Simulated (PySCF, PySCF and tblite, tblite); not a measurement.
**pentafluorophosphorane (PF5): a path driven as pseudorotation, and NMR exchange**

Aim: the barrier and rate of pseudorotation in pentafluorophosphorane (PF5) (`FP(F)(F)(F)F`), and what it does to NMR lines.

Computed with tblite 0.8.0 (tight binding) and PySCF 2.14.0 (DFT, with response routines of our own); each step states its level. Atoms count from 0 throughout.

## 1. The molecule as given

6 atoms, charge 0, multiplicity 1; geometry from: force field or distance geometry start.

Bonds of the start (Å): F0–P1 1.66, P1–F2 1.67, P1–F3 1.67, P1–F4 1.68, P1–F5 1.69.

## 2. GFN2-xTB relaxation, start minimum

What the job is given:

```
{"job": {"xc": "GFN2-xTB", "basis": "xTB", "kind": "relax"}, "charge": 0, "multiplicity": 1}
F      0.643000     1.297100    -0.689000
P     -0.249800    -0.085400    -0.472600
F      1.368000    -0.397300    -0.737100
F     -1.262800     0.982800     0.309000
F     -1.155800    -0.907900     0.672700
F      0.660600    -0.887400     0.706500
```

Launch:

```console
$ OMP_NUM_THREADS=1 python ens_run.py task.json out
```

This one command runs the whole study; its stages follow in the order run.

The log of the run:

```text
step      E/eV     max force
  0    -708.44508    9.607
  1    -711.01999    7.662
  2    -713.40561    4.176
  3    -713.99018    2.821
  4    -714.29699    2.936
  5    -715.35628    3.052
  6    -716.18013    3.008
  7    -716.82237    2.319
  8    -717.09720    2.455
  9    -717.29813    1.785
 10    -717.48664    0.856
 11    -717.51199    0.442
 12    -717.52389    0.296
 13    -717.52794    0.215
 14    -717.53170    0.142
 15    -717.53316    0.103
 16    -717.53392    0.062
 17    -717.53414    0.039
 18    -717.53428    0.035
 19    -717.53439    0.030
 20    -717.53448    0.024
 21    -717.53454    0.030
 22    -717.53462    0.036
 23    -717.53472    0.037
 24    -717.53486    0.039
 25    -717.53507    0.054
 26    -717.53549    0.093
 27    -717.53714    0.216
 28    -717.52971    0.725
 29    -717.54013    0.353
 30    -717.54413    0.450
 31    -717.52828    0.319
 32    -717.54509    0.418
 33    -717.53954    0.922
 34    -717.55689    0.497
 35    -717.56777    0.521
 36    -717.57184    0.795
 37    -717.58933    0.489
 38    -717.59713    0.450
 39    -717.60483    0.316
 40    -717.60794    0.335
 41    -717.60965    0.305
 42    -717.61238    0.288
 43    -717.61411    0.237
 44    -717.61585    0.150
 45    -717.61717    0.140
 46    -717.61809    0.083
 47    -717.61844    0.056
 48    -717.61855    0.034
 49    -717.61862    0.027
 50    -717.61866    0.013
 51    -717.61868    0.007
 52    -717.61869    0.006
 53    -717.61869    0.004
 54    -717.61869    0.001
```

Run time: 0.16 s. Hardware: 1 thread of Arm Neoverse V2, shared host.

Relaxing gained 9.174 eV and moved the atoms by 0.70 Å on average (rms).

## 3. Relaxed scan, berry

What the job is given:

```
{"job": {"xc": "GFN2-xTB", "basis": "xTB", "coordinate": [["a", [5, 1, 0], 0.5], ["a", [5, 1, 4], 0.5], ["a", [5, 1, 2], -0.5], ["a", [5, 1, 3], -0.5]], "kind": "drive"}, "charge": 0, "multiplicity": 1}
F      0.926337     1.273116    -0.252058
P      0.000540     0.000316    -0.035102
F      0.483280    -0.583196    -1.398271
F     -1.255645     0.922820     0.016975
F     -0.925158    -1.272512     0.181952
F      0.773768    -0.338554     1.275980
```

The log of the run:

```text
point  coordinate     E/eV
  0    -23.000     -717.60333
  1    -15.600     -717.57196
  2     -7.900     -717.54430
  3     -0.000     -717.53348
  4      7.800     -717.54425
  5     15.600     -717.57208
  6     23.000     -717.60338
  7     30.000     -717.61868
```

It took 0.17 s on 1 thread of Arm Neoverse V2, shared host.

The highest point is number 3, 1.6 kcal/mol above the first.

## 4. Nudged elastic band, leg 1

What the job is given:

```
{"job": {"xc": "GFN2-xTB", "basis": "xTB", "kind": "neb"}, "charge": 0, "multiplicity": 1}
F      0.926337     1.273116    -0.252058
P      0.000540     0.000316    -0.035102
F      0.483280    -0.583196    -1.398271
F     -1.255645     0.922820     0.016975
F     -0.925158    -1.272512     0.181952
F      0.773768    -0.338554     1.275980
```

The log of the run:

```text
image   E - E0 / eV
  0       0.0000
  1       0.0275
  2       0.0690
  3       0.0852
  4       0.0628
  5       0.0215
  6       0.0000
```

Run time: 0.38 s. Hardware: 1 thread of Arm Neoverse V2, shared host.

The highest point is number 3, 2.0 kcal/mol above the first.

## 5. Saddle search, leg 1

What the job is given:

```
{"job": {"xc": "GFN2-xTB", "basis": "xTB", "kind": "saddle"}, "charge": 0, "multiplicity": 1}
F      0.713645     1.318151    -0.527071
P     -0.015696     0.006550    -0.028044
F      0.819360    -0.786909    -1.114233
F     -1.173553     0.940742     0.513228
F     -1.086790    -1.156075    -0.107220
F      0.743034    -0.322459     1.263340
```

The log of the run:

```text
step      E/eV     max force
  0    -717.53351   0.0296
  1    -717.53353   0.0017
lowest wavenumbers (cm-1): -82.0 279.8 279.9 393.9 458.0 458.0
```

Wall time 0.23 s (1 thread of Arm Neoverse V2, shared host).

Point group C4v; 1 imaginary mode, 82i cm⁻¹, carried by F2, F0, F4, F3. Steps downhill from it reached both ends.

## 6. DFT refinement, start: PBE0-D3(BJ)/def2-SVP

What the job is given:

```
{"job": {"xc": "PBE0", "basis": "def2-SVP", "kind": "refine"}, "charge": 0, "multiplicity": 1}
F      0.926337     1.273116    -0.252058
P      0.000540     0.000316    -0.035102
F      0.483280    -0.583196    -1.398271
F     -1.255645     0.922820     0.016975
F     -0.925158    -1.272512     0.181952
F      0.773768    -0.338554     1.275980
```

The log of the run:

```text
step      E/eV     max force
  0    -22846.54724   0.3921
  1    -22846.55280   0.1556
  2    -22846.55369   0.0103
```

It took 8.2 s on 1 thread of Arm Neoverse V2, shared host; peak memory 0.45 GiB.

The energy fell by 0.006 eV, and the atoms moved 0.01 Å (root mean square).

**DFT refinement, saddle of leg 1: PBE0-D3(BJ)/def2-SVP**

What the job is given:

```
{"job": {"xc": "PBE0", "basis": "def2-SVP", "kind": "refine"}, "charge": 0, "multiplicity": 1}
F      0.719494     1.319236    -0.519949
P     -0.016334     0.007161    -0.027715
F      0.814069    -0.782950    -1.119238
F     -1.178089     0.942481     0.502174
F     -1.083424    -1.159809    -0.097042
F      0.744283    -0.326118     1.261770
```

The log of the run:

```text
step      E/eV     max force
  0    -22846.41414   0.9787
  1    -22846.42396   0.3484
  2    -22846.42570   0.0288
  3    -22846.42570   0.0110
```

Run time: 10 s. Hardware: 1 thread of Arm Neoverse V2, shared host; peak memory 0.45 GiB.

The energy fell by 0.012 eV, and the atoms moved 0.01 Å (root mean square).

## 7. Shieldings, start: PBE0/pcSseg-1

What the job is given:

```
{"job": {"kind": "nmr", "xc": "PBE0", "basis": "pcSseg-1", "pop": false}, "charge": 0, "multiplicity": 1}
F      0.927900     1.278578    -0.251210
P      0.000151     0.000681    -0.034601
F      0.487215    -0.586708    -1.404416
F     -1.263607     0.927869     0.014179
F     -0.929864    -1.275132     0.184558
F      0.781329    -0.343298     1.280966
```

The log of the run:

```text
coarse grid: 7056 points
cycle   1  E = -839.7994607181  dE =  1.154e+00  |g| = 1.073e+00  |ddm| = 2.480e+00
cycle   2  E = -839.6461450842  dE =  1.533e-01  |g| = 1.520e+00  |ddm| = 1.609e+00
cycle   3  E = -839.9827633768  dE = -3.366e-01  |g| = 2.954e-02  |ddm| = 9.184e-01
cycle   4  E = -839.9828585584  dE = -9.518e-05  |g| = 1.293e-02  |ddm| = 2.486e-02
cycle   5  E = -839.9828785440  dE = -1.999e-05  |g| = 4.128e-03  |ddm| = 8.641e-03
cycle   6  E = -839.9828808321  dE = -2.288e-06  |g| = 9.325e-04  |ddm| = 2.251e-03
final grid: 69952 points
cycle   7  E = -840.0452409640  dE = -2.185e-05  |g| = 2.754e-03  |ddm| = 9.896e-03
cycle   8  E = -840.0452398163  dE =  1.148e-06  |g| = 3.972e-03  |ddm| = 3.356e-03
cycle   9  E = -840.0452420547  dE = -2.238e-06  |g| = 2.617e-04  |ddm| = 1.997e-03
cycle  10  E = -840.0452420619  dE = -7.156e-09  |g| = 1.576e-04  |ddm| = 2.495e-04
cycle  11  E = -840.0452420654  dE = -3.448e-09  |g| = 2.485e-05  |ddm| = 8.130e-05
cycle  12  E = -840.0452420654  dE = -8.208e-11  |g| = 2.719e-06  |ddm| = 1.488e-05
converged SCF energy = -840.0452420654

GIAO shielding tensors (ppm)
atom      isotropic    diamagn.    paramagn.     s11        s22        s33       span
  0 F      226.259     471.688    -245.429    163.503    164.297    350.978    187.475
  1 P      368.891     955.202    -586.311    284.670    410.375    411.627    126.957
  2 F      232.433     469.527    -237.094    154.256    191.328    351.715    197.459
  3 F      231.309     469.618    -238.309    152.740    190.554    350.633    197.893
  4 F      226.265     471.722    -245.456    163.452    164.359    350.985    187.534
  5 F      231.677     469.675    -237.999    153.224    190.767    351.039    197.815
```

It took 3.8 s on 1 thread of Arm Neoverse V2, shared host; peak memory 0.5 GiB.

Key values: HOMO -12.23 eV, LUMO -0.06 eV; dipole 0.01 D.

## 8. Shieldings, saddle of leg 1: PBE0/pcSseg-1

What the job is given:

```
{"job": {"kind": "nmr", "xc": "PBE0", "basis": "pcSseg-1", "pop": false}, "charge": 0, "multiplicity": 1}
F      0.721329     1.324265    -0.522754
P     -0.021935     0.009554    -0.036926
F      0.820718    -0.787895    -1.119266
F     -1.181030     0.945644     0.509013
F     -1.088315    -1.163548    -0.098723
F      0.749233    -0.328020     1.268656
```

The log of the run:

```text
coarse grid: 7056 points
cycle   1  E = -839.7893758173  dE =  1.155e+00  |g| = 1.078e+00  |ddm| = 2.480e+00
cycle   2  E = -839.6266481243  dE =  1.627e-01  |g| = 1.543e+00  |ddm| = 1.631e+00
cycle   3  E = -839.9758826677  dE = -3.492e-01  |g| = 3.170e-02  |ddm| = 9.344e-01
cycle   4  E = -839.9759707416  dE = -8.807e-05  |g| = 1.905e-02  |ddm| = 2.712e-02
cycle   5  E = -839.9760126959  dE = -4.195e-05  |g| = 7.337e-03  |ddm| = 1.153e-02
cycle   6  E = -839.9760199821  dE = -7.286e-06  |g| = 6.073e-04  |ddm| = 3.450e-03
final grid: 69952 points
cycle   7  E = -840.0393078006  dE = -2.302e-05  |g| = 1.912e-03  |ddm| = 9.800e-03
cycle   8  E = -840.0393075417  dE =  2.589e-07  |g| = 2.337e-03  |ddm| = 2.275e-03
cycle   9  E = -840.0393083213  dE = -7.795e-07  |g| = 1.953e-04  |ddm| = 1.332e-03
cycle  10  E = -840.0393083255  dE = -4.216e-09  |g| = 8.299e-05  |ddm| = 1.321e-04
cycle  11  E = -840.0393083264  dE = -9.313e-10  |g| = 3.036e-05  |ddm| = 5.679e-05
converged SCF energy = -840.0393083264

GIAO shielding tensors (ppm)
atom      isotropic    diamagn.    paramagn.     s11        s22        s33       span
  0 F      201.721     471.061    -269.340     90.925    173.227    341.011    250.085
  1 P      362.164     955.076    -592.913    316.519    317.810    452.161    135.642
  2 F      201.983     471.079    -269.096     91.315    173.448    341.186    249.871
  3 F      201.920     471.079    -269.158     91.199    173.416    341.146    249.946
  4 F      201.682     471.060    -269.378     90.859    173.205    340.984    250.125
  5 F      278.275     468.647    -190.372    221.445    221.684    391.695    170.250
```

Wall time 3.6 s (1 thread of Arm Neoverse V2, shared host); peak memory 0.5 GiB.

In short: HOMO -11.90 eV, LUMO -1.52 eV; dipole 0.21 D.

## 9. Barriers, rates and exchange

What the job is given:

```
{"job": {"smiles": "FP(F)(F)(F)F", "charge": 0, "mult": 1, "motion": "berry", "what": "Berry pseudorotation", "centre": 1, "atoms": {"centre": 1, "axial": [0, 4], "pivot": 5}, "study": "path", "level": {"kind": "nmr", "xc": "PBE0", "basis": "pcSseg-1"}, "fields": [100, 250, 300], "first": 2, "seed": 627, "refine": {"xc": "PBE0", "basis": "def2-SVP"}, "drives": [{"terms": [["a", [5, 1, 0], 0.5], ["a", [5, 1, 4], 0.5], ["a", [5, 1, 2], -0.5], ["a", [5, 1, 3], -0.5]], "to": 30, "n": 8}], "kind": "path"}, "charge": 0, "multiplicity": 1}
F      0.926337     1.273116    -0.252058
P      0.000540     0.000316    -0.035102
F      0.483280    -0.583196    -1.398271
F     -1.255645     0.922820     0.016975
F     -0.925158    -1.272512     0.181952
F      0.773768    -0.338554     1.275980
```

The log of the run:

```text
stationary points (kcal/mol above the start)
  n  kind          group   xTB      DFT    lowest mode
  0  minimum      D3h      0.00     0.00     119.9
  1  saddle       C4v      1.96     3.73     -82.0
  2  minimum      D3h      0.00     0.00     120.0

GFN2-xTB energies: T/K, barrier G, reaction G (kcal/mol), k forward, k back (1/s)
 150.00     2.09    -0.00   8.54e+09   8.54e+09
 200.00     2.22    -0.00   4.72e+10   4.72e+10
 250.00     2.36    -0.00   1.34e+11   1.34e+11
 298.15     2.52    -0.00   2.66e+11   2.66e+11
 350.00     2.70    -0.00   4.53e+11   4.53e+11
 400.00     2.88    -0.00    6.7e+11    6.7e+11
 500.00     3.26    -0.00   1.17e+12   1.17e+12

PBE0-D3(BJ)/def2-SVP energies: T/K, barrier G, reaction G (kcal/mol), k forward, k back (1/s)
 150.00     3.07    -0.00   3.11e+08   3.11e+08
 200.00     3.20    -0.00   3.93e+09   3.93e+09
 250.00     3.35    -0.00   1.83e+10   1.83e+10
 298.15     3.51    -0.00   5.01e+10   5.01e+10
 350.00     3.68    -0.00    1.1e+11    1.1e+11
 400.00     3.86    -0.00   1.93e+11   1.93e+11
 500.00     4.25    -0.00   4.33e+11   4.33e+11

PBE0/pcSseg-1 + D3(BJ) energies: T/K, barrier G, reaction G (kcal/mol), k forward, k back (1/s)
 150.00     3.85    -0.00   2.32e+07   2.32e+07
 200.00     3.98    -0.00   5.62e+08   5.62e+08
 250.00     4.13    -0.00   3.87e+09   3.87e+09
 298.15     4.28    -0.00   1.36e+10   1.36e+10
 350.00     4.46    -0.00    3.6e+10    3.6e+10
 400.00     4.64    -0.00   7.31e+10   7.31e+10
 500.00     5.02    -0.00   1.99e+11   1.99e+11
```

Wall time 28 s (1 thread of Arm Neoverse V2, shared host); peak memory 0.5 GiB. This counts the whole study up to here.

Barriers by level (kcal/mol; entropies in cal/(mol K)). Zero-point and thermal terms come from xTB in every row. ΔG‡ leaves symmetry out; the rate counts equivalent paths (a factor of 3); effective ΔG‡, where given, is the barrier that would give that rate by Eyring's equation alone:

```csv
level,ΔE‡,with zero-point,ΔH‡,ΔS‡,ΔG‡ (298 K),ΔE of reaction,k at 298 K (1/s),effective ΔG‡
GFN2-xTB,1.96,1.88,1.35,-3.9,2.52,0.00,2.7e+11,1.87
PBE0-D3(BJ)/def2-SVP,2.95,2.87,2.34,-3.9,3.51,0.00,5e+10,2.86
PBE0/pcSseg-1 + D3(BJ),3.72,3.64,3.12,-3.9,4.28,0.00,1.4e+10,3.63
```

Sites that the driver pairs across this motion, and where their lines would merge (no couplings; faster rotations or exchange between molecules can average them sooner):

```csv
nucleus,sites: shielding (ppm),proton frequency (MHz),spread (Hz),coalescence (K),lines at 298 K
19F,"F0, F4: 226.3; F2, F3, F5: 231.8",100,522,84,1
19F,"F0, F4: 226.3; F2, F3, F5: 231.8",250,1305,87,1
19F,"F0, F4: 226.3; F2, F3, F5: 231.8",300,1566,88,1
```

## 10. Summary of results

```
                        quantity                              value
barrier (PBE0/pcSseg-1 + D3(BJ))   ΔE‡ 3.7, ΔG‡(298 K) 4.3 kcal/mol
              barrier (GFN2-xTB)                   ΔE‡ 2.0 kcal/mol
                   rate at 298 K                        1.4e+10 s⁻¹
                 end of the path  the start, renumbered or mirrored
           coalescence of 19F F0                    88 K at 300 MHz
```

**Reading.** DFT puts the top 3.7 kcal/mol above the start (xTB: 2.0); the rate from the DFT barrier is 1.4e+10 s⁻¹ at 298 K. An error of 1.4 kcal/mol changes that rate tenfold. The 19F lines of F0 and its partners, 1566 Hz apart at 300 MHz, merge at 88 K, so by this path alone the exchange at 298 K is fast for them; other paths were not followed.
